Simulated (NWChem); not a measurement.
System: N$_{2}$H cation; SMILES N#[NH+]

Here is an NWChem input.

```
start job
memory heap 200 mb stack 900 mb global 1100 mb
charge 1
geometry units angstroms noautosym nocenter noautoz
  N      0.000000     0.000000     0.657803
  N      0.000000     0.000000    -0.435023
  H      0.000000     0.000000    -1.479400
end
basis spherical
  N library 6-311g**
  H library 6-311g**
end
dft
  xc b3lyp
  iterations 150
end
property
  shielding
end
task dft property
```

The geometry was optimised at PBE0/def2-SVP. B3LYP is NWChem's, with the RPA form of VWN correlation.

GIAO values for the isolated, static molecule; σ is the absolute isotropic shielding, δ = σ(reference) − σ with the isolated reference molecule computed at the same levels (1H: tetramethylsilane, 15N: ammonia).

Atoms are numbered as in the input.

Task: Give the results of this calculation. (B3LYP/6-311G** (spherical d), GIAO.) Quantities: δ N1 (ppm); δ N2 (ppm); δ H3 (ppm).

Result: 
```yaml
"δ N1 (ppm)": 356.5
"δ N2 (ppm)": 240.9
"δ H3 (ppm)": 8.87
```
